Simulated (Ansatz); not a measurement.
Born–Oppenheimer molecular dynamics of AlClH$_{4}$ (6 atoms, charge 0, multiplicity 1). It starts at the highest image of a converged band, a first-order saddle point between two minima.

Level of theory: RKS BHLYP-D4/def2-SVP in Ansatz 0.2.0.

```yaml
ensemble: NVE (velocity Verlet)
time_step: 0.5 fs
steps_asked: 200
starting_velocities_drawn_for: 300 K
seed: 6548
```

Frames 5 fs apart, positions in Å, forces in eV/Å.

Velocities at 30.0 fs (Å/ps):

```
Al 1.01 4.54 -0.06
H -14.15 10.30 -16.00
H -8.65 -20.24 -20.62
H -5.48 -3.93 -4.40
Cl 0.44 -2.28 0.52
H -14.29 -27.48 24.33
```

```xyz
6
Properties=species:S:1:pos:R:3:forces:R:3 time_fs=30.0 energy_less_start_eV=-0.047 T=391
Al 0.015 -0.016 0.011 0.41 0.43 0.04
H 0.043 0.312 1.588 -0.02 -0.03 -0.20
H 1.282 0.231 -0.875 0.27 -0.11 0.14
H -1.313 -0.065 -0.745 -0.73 -0.08 -0.16
Cl 0.075 -2.475 0.998 0.08 -0.53 -0.45
H -0.019 -1.470 1.785 -0.02 0.32 0.63
6
Properties=species:S:1:pos:R:3:forces:R:3 time_fs=35.0 energy_less_start_eV=-0.087 T=469
Al 0.020 0.008 0.009 -0.62 -0.07 -1.26
H -0.023 0.370 1.517 0.15 0.20 0.49
H 1.270 0.120 -0.955 0.12 -0.03 0.34
H -1.391 -0.091 -0.767 0.31 0.03 0.33
Cl 0.077 -2.487 0.999 -0.06 0.52 0.52
H -0.091 -1.599 1.953 0.10 -0.65 -0.41
6
Properties=species:S:1:pos:R:3:forces:R:3 time_fs=40.0 energy_less_start_eV=-0.155 T=600
Al 0.021 0.032 -0.002 -0.69 -0.17 -0.45
H -0.053 0.467 1.528 0.27 0.06 -0.15
H 1.288 0.003 -0.959 0.00 0.08 0.34
H -1.417 -0.112 -0.724 0.39 0.08 0.20
Cl 0.080 -2.497 1.003 0.07 -0.06 -0.21
H -0.146 -1.834 2.071 -0.05 0.01 0.28
6
Properties=species:S:1:pos:R:3:forces:R:3 time_fs=45.0 energy_less_start_eV=-0.172 T=633
Al 0.016 0.054 -0.017 0.18 -0.07 0.85
H -0.022 0.581 1.514 0.24 -0.04 -0.46
H 1.312 -0.097 -0.889 0.13 0.11 0.03
H -1.374 -0.117 -0.646 -0.57 0.00 -0.41
Cl 0.082 -2.507 1.007 -0.11 0.19 0.55
H -0.203 -2.101 2.211 0.13 -0.18 -0.56
6
Properties=species:S:1:pos:R:3:forces:R:3 time_fs=50.0 energy_less_start_eV=-0.188 T=663
Al 0.011 0.075 -0.027 -0.08 -0.33 0.18
H 0.062 0.692 1.411 0.07 0.18 0.19
H 1.359 -0.173 -0.807 -0.07 0.07 -0.12
H -1.426 -0.118 -0.645 0.06 0.05 -0.19
Cl 0.084 -2.516 1.014 -0.01 -0.07 0.15
H -0.237 -2.389 2.255 0.03 0.09 -0.21
6
Properties=species:S:1:pos:R:3:forces:R:3 time_fs=55.0 energy_less_start_eV=-0.120 T=532
Al 0.007 0.094 -0.034 -0.24 -0.26 -0.06
H 0.163 0.839 1.338 -0.14 0.11 0.14
H 1.388 -0.232 -0.752 -0.29 0.00 -0.16
H -1.468 -0.107 -0.690 0.65 0.11 0.15
Cl 0.086 -2.525 1.021 0.05 -0.16 0.00
H -0.264 -2.667 2.249 -0.03 0.19 -0.08
6
Properties=species:S:1:pos:R:3:forces:R:3 time_fs=60.0 energy_less_start_eV=-0.071 T=438
Al 0.001 0.111 -0.041 0.64 0.39 0.75
H 0.232 1.005 1.290 -0.30 -0.29 -0.35
H 1.356 -0.291 -0.737 -0.09 -0.11 -0.20
H -1.388 -0.074 -0.710 -0.28 -0.03 -0.12
Cl 0.088 -2.536 1.029 -0.02 -0.30 0.33
H -0.295 -2.892 2.216 0.06 0.34 -0.41
6
Properties=species:S:1:pos:R:3:forces:R:3 time_fs=65.0 energy_less_start_eV=-0.044 T=386
Al 0.000 0.131 -0.042 0.58 0.25 0.15
H 0.233 1.112 1.177 -0.19 -0.12 0.06
H 1.301 -0.375 -0.766 0.04 -0.12 -0.07
H -1.361 -0.046 -0.753 -0.47 -0.05 -0.08
Cl 0.090 -2.548 1.038 0.31 0.01 -0.49
H -0.326 -3.053 2.125 -0.26 0.04 0.43
6
Properties=species:S:1:pos:R:3:forces:R:3 time_fs=70.0 energy_less_start_eV=0.008 T=286
Al 0.003 0.152 -0.043 -0.43 -0.37 -1.10
H 0.191 1.196 1.080 0.03 0.17 0.47
H 1.249 -0.482 -0.807 -0.09 0.07 0.23
H -1.422 -0.026 -0.802 0.43 0.07 0.45
Cl 0.094 -2.560 1.045 -0.07 -0.46 0.45
H -0.396 -3.178 2.083 0.13 0.52 -0.49
6
Properties=species:S:1:pos:R:3:forces:R:3 time_fs=75.0 energy_less_start_eV=0.010 T=280
Al 0.003 0.172 -0.051 -0.32 0.14 -0.34
H 0.153 1.299 1.071 0.12 -0.36 -0.09
H 1.182 -0.575 -0.800 0.11 0.15 0.24
H -1.409 0.005 -0.762 0.05 0.02 0.20
Cl 0.099 -2.575 1.053 0.48 0.23 -0.58
H -0.465 -3.216 1.983 -0.44 -0.18 0.57
6
Properties=species:S:1:pos:R:3:forces:R:3 time_fs=80.0 energy_less_start_eV=0.025 T=252
Al 0.001 0.192 -0.063 0.09 0.25 0.33
H 0.144 1.329 1.053 0.22 -0.33 -0.13
H 1.142 -0.635 -0.740 0.33 0.10 0.03
H -1.395 0.040 -0.680 -0.66 -0.07 -0.26
Cl 0.105 -2.590 1.060 -0.31 -0.49 0.53
H -0.593 -3.249 1.947 0.33 0.54 -0.51
6
Properties=species:S:1:pos:R:3:forces:R:3 time_fs=85.0 energy_less_start_eV=-0.004 T=309
Al -0.001 0.214 -0.073 -0.60 -0.58 -0.36
H 0.186 1.294 1.017 0.24 0.27 0.35
H 1.170 -0.664 -0.669 0.04 0.27 -0.06
H -1.494 0.062 -0.640 0.35 0.00 0.01
Cl 0.110 -2.607 1.068 0.44 0.24 -0.36
H -0.689 -3.197 1.849 -0.47 -0.20 0.42
```

Of the whole run (100 fs, mean temperature of the second half 362 K): The conserved energy stayed within 0.058 meV per atom of its start (net change -0.0012 meV per atom), so the integration is sound. A run of 0.1 ps of so small a system gives no equilibrium averages. The orbitals stay closed-shell, which can raise the energy where a bond breaks towards radicals; this wasn't checked here.

Time of the run: 4.3 min on 1 thread of Arm Neoverse V1, on a shared host, peak memory 0.1 GiB.
